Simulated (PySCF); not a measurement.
formamide (CH3NO), SMILES NC=O.

Geometry: B3LYP-D3(BJ)/def2-TZVP. Other conformers were not sampled.

Method: SMD-PBE0/def2-SVP (PySCF).

Solvation free energies are E(SMD) − E(gas) at the gas-phase geometry, for 1 M in both phases. In vacuum the dipole moment is 3.89 D.

**Question.** Estimate the solvation free energies in water, methanol, 1-octanol. (The exact figures need the calculation; the answer reports its results.)

**Answer.** 
```csv
solvent,ΔG(solv) (kcal/mol),its non-electrostatic (CDS) part,dipole (D)
water,-7.8,3.8,5.15
methanol,-7.9,3.4,5.11
1-octanol,-6.4,3.1,4.90
```
